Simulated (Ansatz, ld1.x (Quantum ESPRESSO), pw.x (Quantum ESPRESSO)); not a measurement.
**nickel (Ni): one change to the RRKJ potential, in the atom and in the bcc crystal**

nickel, norm-conserving RRKJ (Kleinman–Bylander form), made with ld1.x (Quantum ESPRESSO) 7.5 (PBEsol, scalar-relativistic). Core [Ar], reference 3d8 4s2 4p0. Waves: 4p (bound, empty): rc 3.10 bohr; 3d (bound): rc 1.50 bohr; 4s (bound): rc 1.55 bohr. Local part: the s channel. Core correction: none. rho0 = 0.001.

Change: all radii scaled by about 1.07 (s 1.66, p 3.32, d 1.60 bohr).

Cutoffs, loose and tight: the cutoffs (Ry, on a coarse ladder) from which the occupation-weighted sum of valence levels, in a spherical-Bessel basis at the reference potential, stays within 10 and 1 mRy of its value at 400 Ry. They do not see the model core or the augmentation charge, which bear on the density cutoff. Test errors are all-electron minus pseudo excitation energies from the reference, over the configurations 3d8 4s1 4p0; 3d8 4s0 4p0; 3d7 4s0 4p0; 3d9 4s1 4p0; 3d8 4s1.5 4p0; 3d8 4s0 4p1; 3d8 4s1 4p1; variants that change the core or the reference have their own tests.

Crystal test: bcc Ni in pw.x 7.5, no spin, 17³ k-points, Fermi–Dirac smearing 0.01 Ry, cutoffs set for each file from its atomic test. The reference is all-electron LAPW (Ansatz 0.2.0) with the same functional, mesh and smearing; V0 and B0 come from Birch–Murnaghan fits to the pressures at five volumes. Errors are pseudo minus all-electron; Δ is the rms difference of the E(V) curves that follow from these fits, minima aligned, over ±6 % about the mean V0. Mesh and smearing are coarse, so the numbers serve the comparison and aren't converged zero-temperature values; the lattice is a test structure that the element need not adopt. Spin polarisation and strong correlation are left out, which matters for this element.

All-electron: a0 = 2.754 Å (V0 = 10.44 Å³/atom), B0 = 224.2 GPa.

Q: Does the change bring the crystal closer to the all-electron result?

A: The mean pressure error goes from +9.49 to +10.94 GPa, so the change moves the solid further from the all-electron pressures.

```
                       quantity       base    changed
                 outcome (atom)  generated  generated
           cutoff, loose (atom)      80 Ry      70 Ry
           cutoff, tight (atom)     120 Ry     110 Ry
            bound ghosts (atom)       none       none
largest test error (meV) (atom)       -226       -198
           cutoffs in pw.x (Ry)    145/580    135/540
                         a0 (Å)      2.790      2.795
                   a0 error (%)      +1.32      +1.50
                   B0 error (%)       -2.6       -2.7
                   Δ (meV/atom)       20.4       23.3
      mean pressure error (GPa)      +9.49     +10.94
```

Base: The largest radius (3.10 bohr) exceeds half the bond length (2.25 bohr), so the spheres overlap, which is one possible source of error among others. This is a poor potential for the solid. Changed file: The largest radius (3.32 bohr) exceeds half the bond length (2.25 bohr), so the spheres overlap, which is one possible source of error among others. This is a poor potential for the solid. The atomic cutoffs weigh occupied waves only.
